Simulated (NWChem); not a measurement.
System: carbonyl sulfide (COS); SMILES O=C=S

The following NWChem deck was run.

```
start job
memory heap 200 mb stack 900 mb global 1100 mb
geometry units angstroms noautoz
  O     -1.676535     0.026960     0.022296
  C     -0.520351     0.008350     0.006924
  S      1.043153    -0.016772    -0.013873
end
basis spherical
  * library def2-svpd
end
dft
  xc b3lyp
  iterations 150
  mulliken
end
task dft energy
```

Geometry: optimised at PBE0/def2-SVP.

Q: Give the results of this calculation. (B3LYP/def2-SVPD.) Quantities: basis functions; energy (Ha); highest occupied level (eV); orbital gap (eV); dipole (D).

A: 
```json
{
  "number_of_basis_functions": "70",
  "energy (Ha)": "-511.36",
  "highest occupied level (eV)": "-8.54",
  "orbital gap (eV)": "7.28",
  "dipole (D)": "0.78"
}
```
